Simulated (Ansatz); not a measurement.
For A-type hexagonal La2O3, rVV10 (Ansatz, an electronic-structure program, plane waves, PAW) gives:

```
Quantity                      Value
-------------------  --------------
lattice parameter a         3.960 Å
c axis length               6.192 Å
formation enthalpy   -3.620 eV/atom
```

**Question.** What does r²SCAN in Ansatz (PAW) give for the same quantities?

**Answer.** 
- lattice constant a: 3.935 Å (shrinks by 0.6 %)
- lattice parameter c: 6.126 Å (falls by 1.1 %)
- formation enthalpy: -3.682 eV/atom (moves by -0.062 eV/atom)

For comparison: lattice constant a 3.934 Å (measured, 300 K, not corrected to a static lattice, sources range from 3.934 to 3.940; as tabulated in Santana et al. (2016), arXiv:1608.06321); lattice parameter c 6.13 Å (measured, temperature not stated, no zero-point or thermal correction; as tabulated in Rustad et al. (2011), arXiv:1107.4261); formation enthalpy -3.72 eV/atom (measured, 298 K, not corrected to a static lattice; as tabulated in Zhang et al. (2018), doi:10.1038/s41524-018-0065-z).

Changes are worked out from the printed values.

Unless a cell is named, each level is at its own relaxed cell (rVV10 16.82, r²SCAN 16.43 Å³/atom).

Ansatz's density-functional and Hartree–Fock values are scalar-relativistic unless marked +SOC, with PAW data made under PBE.
